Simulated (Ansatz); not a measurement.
Geometry optimisation, RKS B3LYP-D4/def2-SVP (Ansatz).

Input file:

```yaml
crystal:
  periodic: [false, false, false]
  atoms:
    - { symbol: C, position_ang: [-0.76677, 0.64674, -1.50535] }
    - { symbol: Al, position_ang: [0.00868, 0.37968, 0.21567] }
    - { symbol: "N", position_ang: [0.93956, -1.12073, 0.76528] }
    - { symbol: H, position_ang: [-1.82484, 0.28513, -1.40472] }
    - { symbol: H, position_ang: [-0.88736, 1.74796, -1.66529] }
    - { symbol: H, position_ang: [0.05641, 1.27166, 1.6451] }
    - { symbol: H, position_ang: [0.54654, -1.88742, 1.30312] }
    - { symbol: H, position_ang: [1.92778, -1.32301, 0.64619] }
total_charge: -1
basis:
  gaussian: { orbitals: def2-SVP }
hamiltonian:
  xc: b3lyp
  dispersion: d4
relax:
  f_tol: 0.015
  max_steps: 40
```

Command:

```bash
$ ansatz run input.yaml --threads 1 --pin off --max-ram 2048MiB --backend cpu --events-out ev --progress --plain --runs-dir out
```

**Question.** Where does it end, and by what steps?

**Answer.** It converged. Limits of this set-up: an anion without diffuse functions, the dipole of an ion depends on the origin. After 21 steps the energy has fallen by 1.092 eV; H8 moved furthest, 1.32 Å.

```tsv
step	energy less start (eV)	largest force component (eV/Å)	accepted
0	0.0000	0.812	yes
1	-0.2857	1.186	yes
2	-0.4987	1.664	yes
3	-0.7304	1.333	yes
4	-0.8877	1.181	yes
5	-0.9661	1.288	yes
6	-0.9779	0.333	yes
7	-1.0158	0.212	yes
8	-1.0199	0.173	yes
9	-1.0192	0.671	no
10	-1.0232	0.059	yes
11	-1.0292	0.120	yes
12	-1.0307	0.649	yes
13	-1.0559	0.205	yes
14	-1.0766	0.096	yes
15	-1.0523	0.496	no
16	-1.0802	0.133	yes
17	-1.0824	0.342	yes
18	-1.0909	0.051	yes
19	-1.0919	0.034	yes
20	-1.0921	0.028	yes
21	-1.0921	0.008	yes
```

```xyz
8
Properties=species:S:1:pos:R:3
C -0.792 0.804 -1.212
Al -0.098 0.363 0.429
N 0.693 -1.249 0.901
H -0.813 0.152 -2.103
H -1.340 1.745 -1.395
H -0.043 1.341 1.733
H 1.533 -1.215 1.479
H 0.860 -1.940 0.169
```

Time of the run: 41 s on 1 thread of Arm Neoverse V2 (shared host), peak memory 0.14 GiB.
